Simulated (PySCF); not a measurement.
# BSiH4F (SMILES FB[SiH3]) at SCS-MP2/ATZP (sfX2C, density fitting with cc-pvdz-jkfit)

What is the energy change on altering one bond length of BSiH4F at SCS-MP2/ATZP (sfX2C, density fitting with cc-pvdz-jkfit)? 

The calculation is run with PySCF 2.14.0.

1 further run of the same task is left out (set aside as unsound or not needed).

### 1 Starting point

BSiH4F has 7 atoms, charge 0, and is taken as a singlet. SMILES: `FB[SiH3]`. The shape is that of a PBE0-D4/def2-TZVP optimisation.

Bond lengths: F1–B2 1.321 Å, B2–Si3 2.035 Å, B2–H4 1.203 Å, Si3–H5 1.490 Å, Si3–H6 1.491 Å, Si3–H7 1.487 Å. Angles: F1–B2–Si3 121.0°, F1–B2–H4 116.1°, Si3–B2–H4 122.9°, B2–Si3–H5 109.0°, B2–Si3–H6 108.5°, B2–Si3–H7 113.6°, H5–Si3–H6 107.5°, H5–Si3–H7 109.1°, H6–Si3–H7 109.0°.

### 2 A single-point energy at SCS-MP2/ATZP (sfX2C, density fitting with cc-pvdz-jkfit)

Input file input.py:

```python
from pyscf import gto, mp

system = gto.Mole()
system.atom = [
    ('F', (-1.379400, -1.601500, 0.571800)),
    ('B', (-0.186700, -1.168700, 0.204000)),
    ('Si', (0.146300, 0.805600, -0.161100)),
    ('H', (0.673400, -2.004900, 0.107300)),
    ('H', (0.733100, 0.954500, -1.522300)),
    ('H', (1.152900, 1.303800, 0.818800)),
    ('H', (-1.078400, 1.642900, -0.064200)),
]
system.basis = 'atzp'
system.charge = 0
system.symmetry = True
system.verbose = 3
system.max_memory = 1860
system.build()

calc0 = system.RHF()
calc0 = calc0.sfx2c1e()
calc0 = calc0.density_fit(auxbasis='cc-pvdz-jkfit')
calc0.kernel()

pt = mp.MP2(calc0, frozen=7).run()
etot = calc0.e_tot + 1.2 * pt.e_corr_os + pt.e_corr_ss / 3
print('E = %.10f Eh' % etot)
```

On the command line:

```sh
$ OMP_NUM_THREADS=1 python input.py
```

The log of the run:

```text
converged SCF energy = -416.135393165585
E(DFRMP2) = -416.624691383118  E_corr = -0.489298217533197
E(SCS-DFRMP2) = -416.630052194031  E_corr = -0.494659028445534
E = -416.6300521940 Eh
```

Run time: 3.6 s. Hardware: 1 thread of Arm Neoverse V2, shared host; peak memory 0.28 GiB.

### 3 The distorted shape at the same level

Input file calc.py:

```python
from pyscf import gto, mp

molecule = gto.M(
    atom=[
    ('F', (-1.346100, -1.404070, 0.535290)),
    ('B', (-0.153400, -0.971270, 0.167490)),
    ('Si', (0.146300, 0.805600, -0.161100)),
    ('H', (0.706700, -1.807470, 0.070790)),
    ('H', (0.733100, 0.954500, -1.522300)),
    ('H', (1.152900, 1.303800, 0.818800)),
    ('H', (-1.078400, 1.642900, -0.064200)),
],
    verbose=3,
    charge=0,
    basis='atzp',
    spin=0,
    max_memory=1860,
    symmetry=True,
)

mf = molecule.RHF()
mf = mf.sfx2c1e()
mf = mf.density_fit(auxbasis='cc-pvdz-jkfit')
mf.kernel()

pt = mp.MP2(mf, frozen=7).run()
e_tot = mf.e_tot + 1.2 * pt.e_corr_os + pt.e_corr_ss / 3
print('Final energy', e_tot)
```

On the command line:

```sh
$ OMP_NUM_THREADS=1 python calc.py
```

The log of the run:

```text
converged SCF energy = -416.118747637641
E(DFRMP2) = -416.610605659355  E_corr = -0.491858021714412
E(SCS-DFRMP2) = -416.61545564799  E_corr = -0.496708010349368
Final energy -416.6154556479904
```

It took 3.6 s on 1 thread of Arm Neoverse V2, shared host; peak memory 0.28 GiB.

### 4 Outcome

At SCS-MP2/ATZP (sfX2C, density fitting with cc-pvdz-jkfit), 7 core orbitals frozen:

| quantity | value |
| --- | --- |
| first shape: total energy | -416.63005 Eh |
| first shape: dipole moment (Hartree–Fock density) | 0.74 D |
| first shape: HOMO energy (Hartree–Fock orbitals) | -11.37 eV |
| first shape: LUMO energy (Hartree–Fock orbitals) | 0.89 eV |
| first shape: HOMO–LUMO gap (Hartree–Fock orbitals) | 12.26 eV |
| first shape: correlation energy (7 core orbitals frozen) | -494.7 mEh |
| distorted shape: total energy | -416.61546 Eh |
| distorted shape: dipole moment (Hartree–Fock density) | 0.76 D |
| distorted shape: HOMO energy (Hartree–Fock orbitals) | -11.84 eV |
| distorted shape: LUMO energy (Hartree–Fock orbitals) | 0.89 eV |
| distorted shape: HOMO–LUMO gap (Hartree–Fock orbitals) | 12.73 eV |
| distorted shape: correlation energy (7 core orbitals frozen) | -496.7 mEh |
| energy change with the B2–Si3 bond shortened from 2.035 to 1.832 Å | 0.397 eV |

**Reading.** With the B2–Si3 bond shortened from 2.035 to 1.832 Å the energy rises by 0.40 eV (38.3 kJ/mol). The first shape isn't relaxed at this level, so the change isn't measured from a minimum. Mulliken charges (first shape) of the mean-field density run from -0.58 on F1 to +0.67 on B2; they depend strongly on the basis.
